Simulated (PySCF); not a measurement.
Bonding in fluoroacetylene

Compound: fluoroacetylene, C₂HF.
Numbering: `[CH:1]#[C:2][F:3]` (hydrogens: H4 on C1)

Bond orders from the PBE0/pcSseg-1 density (PySCF). Isolated species at its PBE0-D3(BJ)/def2-SVP geometry, gas phase.

(1) Where do the orders between heavy atoms depart from those drawn in the SMILES?

(2) Set the Mayer orders of the bonds beside their lengths.

(3) Sum the orders of all bonds at each heavy atom with more than one neighbour and set the sums beside the valence in the SMILES.

Results:

(1) The largest departure is 0.302, at C1–C2 (drawn triple, 2.698). Drawn double or triple, more than 0.30 short of the drawn order: C1–C2 (2.698).

(2) 
| bond | drawn as | length (Å) | Mayer order |
| --- | --- | --- | --- |
| C1–C2 | triple | 1.204 | 2.698 |
| C2–F3 | single | 1.270 | 1.094 |
| C1–H4 | single | 1.073 | 1.019 |

(3) C1 3.717 (drawn 4), C2 3.792 (drawn 4). Orders between atoms that aren't bonded are not in these sums.

The Mayer order sums products of elements of PS (density times overlap matrix) between the two atoms' basis functions, so it depends on the basis set.

These values come from a run that also computed NMR shieldings. The run took about 2.2 s of CPU time (with the writing of density and orbital grids) (one thread, shared machine).
